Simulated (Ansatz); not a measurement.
Two isomers of C5H6: A = `C=CC1=CC1`, B = `C#CC(=C)C`.

Isolated molecules relaxed with PBE0-D4/def2-TZVP in Ansatz; ΔE leaves out vibrations. CCSD(T)/CBS adds triple-zeta CCSD(T) − MP2 to the extrapolated MP2 energy (def2 sets, frozen cores). Functionals use def2-TZVPP. B3LYP here is the variant with VWN-RPA as its local correlation; programs differ in this. Each species was taken in one conformer, which may not be the lowest.

Question: Which is lower in electronic energy at CCSD(T)/CBS, and by how much? (Best estimate.)

Answer: The calculation gave: B, by 18.6 kcal/mol.

Question: Give E(B) − E(A) in kcal/mol with B3LYP-D4, MP2/def2-TZVPP, B3LYP, PBE-D4, LDA (SPW92), r2SCAN-D4, B2PLYP. (Best estimate.)

Answer: Computed: B3LYP-D4 -17.6, MP2/def2-TZVPP -18.8, B3LYP -17.5, PBE-D4 -12.9, LDA (SPW92) -10.6, r2SCAN-D4 -14.8, B2PLYP -18.8. None reverses the order clearly.

Question: Does the order hold for the free energy at 298.15 K (harmonic terms from PBE0-D4)? (An estimate is asked.)

Answer: Ansatz gave: Yes: G(B) − G(A) = -19.3 kcal/mol, for one conformer each.

Largest T1 diagnostic: 0.011.

At CCSD(T), def2-SVP lies +1.9 kcal/mol from the extrapolated value and def2-TZVPP −0.1 kcal/mol. Leaving LDA and LC-ωPBE aside and taking each functional with its dispersion term where it has one, the values spread over 6.0 kcal/mol, from B2PLYP to PBE0-D4. LDA lies +2.2 kcal/mol from PBE without D4.
